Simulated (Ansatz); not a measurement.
The cluster B₂H₃: single points at one geometry.

```yaml
crystal:
  periodic: [false, false, false]
  atoms:
    - {symbol: B, position_ang: [0.473081, -0.297472, -0.255385]}
    - {symbol: B, position_ang: [-0.728723, 0.458450, 0.393348]}
    - {symbol: H, position_ang: [-1.634540, 1.028026, 0.882489]}
    - {symbol: H, position_ang: [1.090602, 0.190097, -1.155170]}
    - {symbol: H, position_ang: [0.799590, -1.379101, 0.134718]}
basis:
  gaussian: {orbitals: def2-TZVP, initial_orbitals: start.molden}
magnetization: {spin_polarized: true, initial_magnetization: 1}
hamiltonian: {xc: pbe}
correlation: {method: rpa}
scf: {omitted_lower_state_checks: [starts]}
```

The file start.molden holds the orbitals of an earlier run on this structure, at another level or in another basis.

```sh
$ ansatz run in.yaml --threads 4 --pin off --events-out ev --progress --plain --max-ram 3916MiB
```

Shortened log:

```
Functional definition: PBE
539 factors; integrals over basis functions are off by at most 9.2e-4 eV
mean field evaluation 1: about -1396.1346 eV, gradient 3.0e0 eV
mean field evaluation 2: about -1396.1695 eV, gradient 4.4e-2 eV
mean field evaluation 4: about -1396.1665 eV, gradient 1.1e-4 eV
mean field -1396.16651140 eV, -51.3081729383 hartree, gradient 6.8e-7 eV, S^2 0.753359; 0 other end points of the search recorded, 0 dependent functions left out
2 core orbitals not correlated: weight in the atoms' cores, before any rotation towards them, 1.000 or more for the frozen orbitals, at most 0.000 for the correlated occupied ones
reference -1388.23604384 eV, -51.0167336310 hartree; 5, 4 occupied and 73, 74 virtual orbitals, 539 factors
Total energy: -1398.20571603 eV, -51.3831123261 hartree
Checks for a lower state left out: starts
```

Run time 0.45 s (4 threads of Arm Neoverse V2 on a shared host).

As the first input, with `gaussian: {orbitals: def2-TZVPD, initial_orbitals: start.molden}`, `hamiltonian: {xc: pbe, dispersion: d4}`, `output: {orbitals: {seedname: orbitals}}` and without the key `correlation` (abridged; 0.5 s):

```
Functional definition: PBE
mean field -1396.17092183 eV, -51.3083350186 hartree, gradient 8.8e-6 eV, S^2 0.753368
Total energy: -1396.21498187 eV, -51.3099541950 hartree
Checks for a lower state left out: starts
```

The first input with `hamiltonian: {xc: {text: "exchange = 0.85*pbe_x + 0.15*exact_x\ncorrelation = pbe_c"}}`, `output: {orbitals: {seedname: orbitals}}` and without the key `correlation` (abridged; 0.4 s):

```
Functional definition: unnamed
mean field -1396.43419234 eV, -51.3180100314 hartree, gradient 5.8e-6 eV, S^2 0.753616
Total energy: -1396.43422832 eV, -51.3180113535 hartree
Checks for a lower state left out: starts
```

As the first input, with `hamiltonian: {xc: pbe0, dispersion: d4}`, `output: {orbitals: {seedname: orbitals}}` and without the key `correlation`, `scf` (abridged; 0.5 s):

```
Functional definition: PBE0
mean field evaluation 16: about -1396.6269 eV, gradient 1.6e-2 eV
mean field -1396.62694491 eV, -51.3250935576 hartree, gradient 2.6e-5 eV, S^2 0.753810; 1 other end points of the search recorded, 0 dependent functions left out
Total energy: -1396.66315128 eV, -51.3264241172 hartree
```

As the first input, with `hamiltonian: {xc: {name: LC-wPBE}}`, `output: {orbitals: {seedname: orbitals}}` and without the key `correlation` (abridged; 0.5 s):

```
Functional definition: LC-wPBE
mean field -1397.46017220 eV, -51.3557140958 hartree, gradient 9.4e-6 eV, S^2 0.754449
Total energy: -1397.46017221 eV, -51.3557140961 hartree
Checks for a lower state left out: starts
```

First input, but with `gaussian: {orbitals: def2-SVP, initial_orbitals: start.molden}`, `hamiltonian: {xc: pbe0, dispersion: d4}`, `output: {orbitals: {seedname: orbitals}}` and without the key `correlation` (abridged; 0.25 s):

```
Functional definition: PBE0
mean field -1395.05961962 eV, -51.2674954156 hartree, gradient 1.8e-5 eV, S^2 0.753142
Total energy: -1395.09581583 eV, -51.2688256020 hartree
Checks for a lower state left out: starts
```

First input, but with `gaussian: {orbitals: def2-TZVPD, initial_orbitals: start.molden}`, `hamiltonian: {xc: pbe0, dispersion: d4}`, `output: {orbitals: {seedname: orbitals}}` and without the key `correlation` (abridged; 0.5 s):

```
Functional definition: PBE0
mean field -1396.63009591 eV, -51.3252093547 hartree, gradient 2.5e-5 eV, S^2 0.753826
Total energy: -1396.66630239 eV, -51.3265399186 hartree
Checks for a lower state left out: starts
```

Geometry: B3LYP-D4/def2-TZVP.

LC-ωPBE has ω = 0.4 bohr⁻¹. Correlated methods freeze 2 core orbitals. The structure comes from a short search, and lower isomers may exist.
